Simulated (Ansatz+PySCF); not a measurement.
The numbers below are computed, except where a source is named.
Several solutions for quintet HNO2 in separate pieces

```yaml
atoms:
  - { symbol: N, position_ang: [0.0000, 0.0000, -0.4711] }
  - { symbol: H, position_ang: [0.0000, 0.0000, 3.2974] }
  - { symbol: O, position_ang: [30.0000, 0.0000, -2.1389] }
  - { symbol: O, position_ang: [30.0000, 0.0000, 2.1389] }
```

Basis set: 6-31G (spherical functions). Charge 0, multiplicity 5.

CASSCF(6,6) was run from several starts with Ansatz (development build ahead of 0.2.0) and PySCF 2.14.0. The starts are those of the Hartree–Fock orbitals from which the active space was taken at the frontier.

```json
{"run": "A", "program": "Ansatz", "start": "atomic start, no search", "converged": "yes", "energy (hartree)": "-204.18508", "<S²>": "6.00"}
{"run": "B", "program": "PySCF", "start": "program defaults", "converged": "yes", "energy (hartree)": "-204.17432", "<S²>": "6.00"}
{"run": "C", "program": "Ansatz", "start": "stability test followed", "converged": "yes", "energy (hartree)": "-204.18508", "<S²>": "6.00"}
{"run": "D", "program": "Ansatz", "start": "search for the lowest state", "converged": "yes", "energy (hartree)": "-204.31465", "<S²>": "6.00"}
```

(1) Which runs reached the lowest solution of this kind, and what is wrong with the others?

Answers

(1) D reached the lowest solution found. Converged but too high: A by 3.53 eV, B by 3.82 eV, C by 3.53 eV. Convergence only shows a stationary point; in CASSCF the end hangs on which orbitals enter the active space. Caution: other starts end on other solutions of this active space.
